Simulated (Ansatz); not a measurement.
Input (CCSDT(Q)/aug-cc-pV(D+d)Z; Ansatz, a quantum-chemistry and plane-wave program): A basis named .json is the Basis Set Exchange file of that set.

Ansatz 0.2 input:
```yaml
crystal:
  periodic: [false, false, false]
  atoms:
    - {symbol: C, position_ang: [0.15843431, -0.00360145, 0.66878908]}
    - {symbol: Cl, position_ang: [-0.06875929, 1.47284799, -0.15074332]}
    - {symbol: Cl, position_ang: [-0.03583858, -1.47140540, -0.17439705]}
    - {symbol: H, position_ang: [0.82755792, -0.00291530, 1.51465181]}
basis:
  gaussian:
    orbitals: aug-cc-pV_D+d_Z.json
magnetization: {spin_polarized: true, initial_magnetization: 1}
correlation: {method: ccsdt_q, electrons: outside_noble_gas}
```

Output:

```
Functional definition: HF
integrals: 0.29 GiB planned
1564 factors; integrals over basis functions are off by at most 1.6e-7 eV
mean field: 0.43 GiB planned
mean field evaluation 1: about -26051.5382 eV, gradient 9.8e0 eV
mean field evaluation 2: about -26051.5400 eV, gradient 9.8e0 eV
mean field evaluation 4: about -26052.5437 eV, gradient 2.4e0 eV
mean field evaluation 8: about -26052.6229 eV, gradient 1.9e-1 eV
mean field evaluation 16: about -26052.6031 eV, gradient 8.1e-1 eV
mean field -26052.62383910 eV, -957.4162669844 hartree, gradient 1.6e-6 eV, S^2 0.768875; 0 other end points of the search recorded, 0 dependent functions left out
11 core orbitals not correlated
reference -26052.62383910 eV, -957.4162669844 hartree; 10, 9 occupied and 75, 76 virtual orbitals, 1564 factors
second order -11.39860551 eV of doubles, -0.00000000 eV of singles
coupled cluster: 7.83 GiB planned
cycle   1  -12.04402898 eV  change   -6.5e-1 eV  update   9.8e-2
cycle   2  -12.60208068 eV  change   -5.6e-1 eV  update   4.2e-2
cycle   3  -12.92559779 eV  change   -3.2e-1 eV  update   2.4e-2
cycle   4  -12.88895503 eV  change    3.7e-2 eV  update   9.2e-3
cycle   5  -12.87820160 eV  change    1.1e-2 eV  update   5.7e-3
cycle   6  -12.88536390 eV  change   -7.2e-3 eV  update   1.9e-3
cycle   7  -12.88715559 eV  change   -1.8e-3 eV  update   8.8e-4
cycle   8  -12.88654225 eV  change    6.1e-4 eV  update   3.1e-4
cycle   9  -12.88660945 eV  change   -6.7e-5 eV  update   1.4e-4
cycle  10  -12.88665609 eV  change   -4.7e-5 eV  update   5.9e-5
cycle  11  -12.88655598 eV  change    1.0e-4 eV  update   3.0e-5
cycle  12  -12.88661586 eV  change   -6.0e-5 eV  update   1.5e-5
cycle  13  -12.88662574 eV  change   -9.9e-6 eV  update   6.6e-6
cycle  14  -12.88662866 eV  change   -2.9e-6 eV  update   3.3e-6
cycle  15  -12.88662950 eV  change   -8.4e-7 eV  update   1.4e-6
perturbative correction -0.03264628 eV, -0.0011997288 hartree
Total energy: -26065.54311489 eV, -957.8910416125 hartree
```
